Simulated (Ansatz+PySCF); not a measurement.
**doublet CH₄O(+): levels of theory in one basis**

```xyz
6

C     0.0000    0.0778   -0.3339
O     0.0000   -0.5361    0.8741
H     0.8096   -0.3915   -0.9280
H     0.0000    0.0781    1.6465
H     0.0000    1.1632   -0.3308
H    -0.8096   -0.3915   -0.9280
```

Basis set: cc-pVTZ (spherical functions). Left uncorrelated: 2 orbitals. Correlation on ROHF uses semicanonical orbitals with singles. Charge 1, multiplicity 2.

Computed with Ansatz (development build ahead of 0.2.0); each method stands on the lowest determinant of its kind that the runs found.

| method | E − E(ROHF) (eV) | <S²> of the determinant |
| --- | --- | --- |
| ROHF | 0.00 | 0.75 |
| UHF | -0.21 | 0.77 |
| ROHF-MP2 | -10.48 | – |
| UHF-MP2 | -10.48 | 0.77 |

Problem. What does ROHF-CCSD(T) give on the same scale?

Solution. -11.72 eV.

Caution for ROHF-MP2, ROHF-CCSD(T): large amplitudes, a single reference is doubtful.
